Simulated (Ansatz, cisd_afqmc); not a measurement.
System: HO, charge -1, singlet. HO- (SMILES [OH-]).
B3LYP-D3(BJ)/def2-TZVP minimum from Ansatz (a quantum-chemistry and plane-wave program):
```xyz
2

O      0.0000     0.0000    -0.1078
H      0.0000     0.0000     0.8624
```
Charge -1, spin multiplicity 1.

Total energies in aug-cc-pVDZ, 8 correlated electrons, 1 frozen orbitals. Open shells are spin-unrestricted; no spin-orbit coupling. Correlated methods leave the cores frozen. No relativity. AFQMC is phaseless with a CISD trial state; ± is one standard error, without the phaseless bias. Outlying blocks are dropped, and bars are widened where a walk drifts. Over all cases where full CI ran beside it in this data, AFQMC minus full CI had a median of +0.1 mEh and passed +0.4 mEh in a tenth of the cases.

```tsv
method	program	energy (Eh)	minus CCSDTQ (mEh)
HF	Ansatz	-75.39564	249.32
MP2	Ansatz	-75.63701	7.95
CCSD	Ansatz	-75.63583	9.13
CCSD(T)	Ansatz	-75.64388	1.08
CCSDT(Q)	Ansatz	-75.64511	-0.15
CCSDTQ	Ansatz	-75.64496	0.00
AFQMC/CISD	cisd_afqmc	-75.6448 ± 0.0004	0.1 ± 0.4
```

Rough core times of Ansatz's runs on a shared machine: CCSD(T) under 20 s, CCSDT(Q) under 20 s, CCSDTQ 40 s.
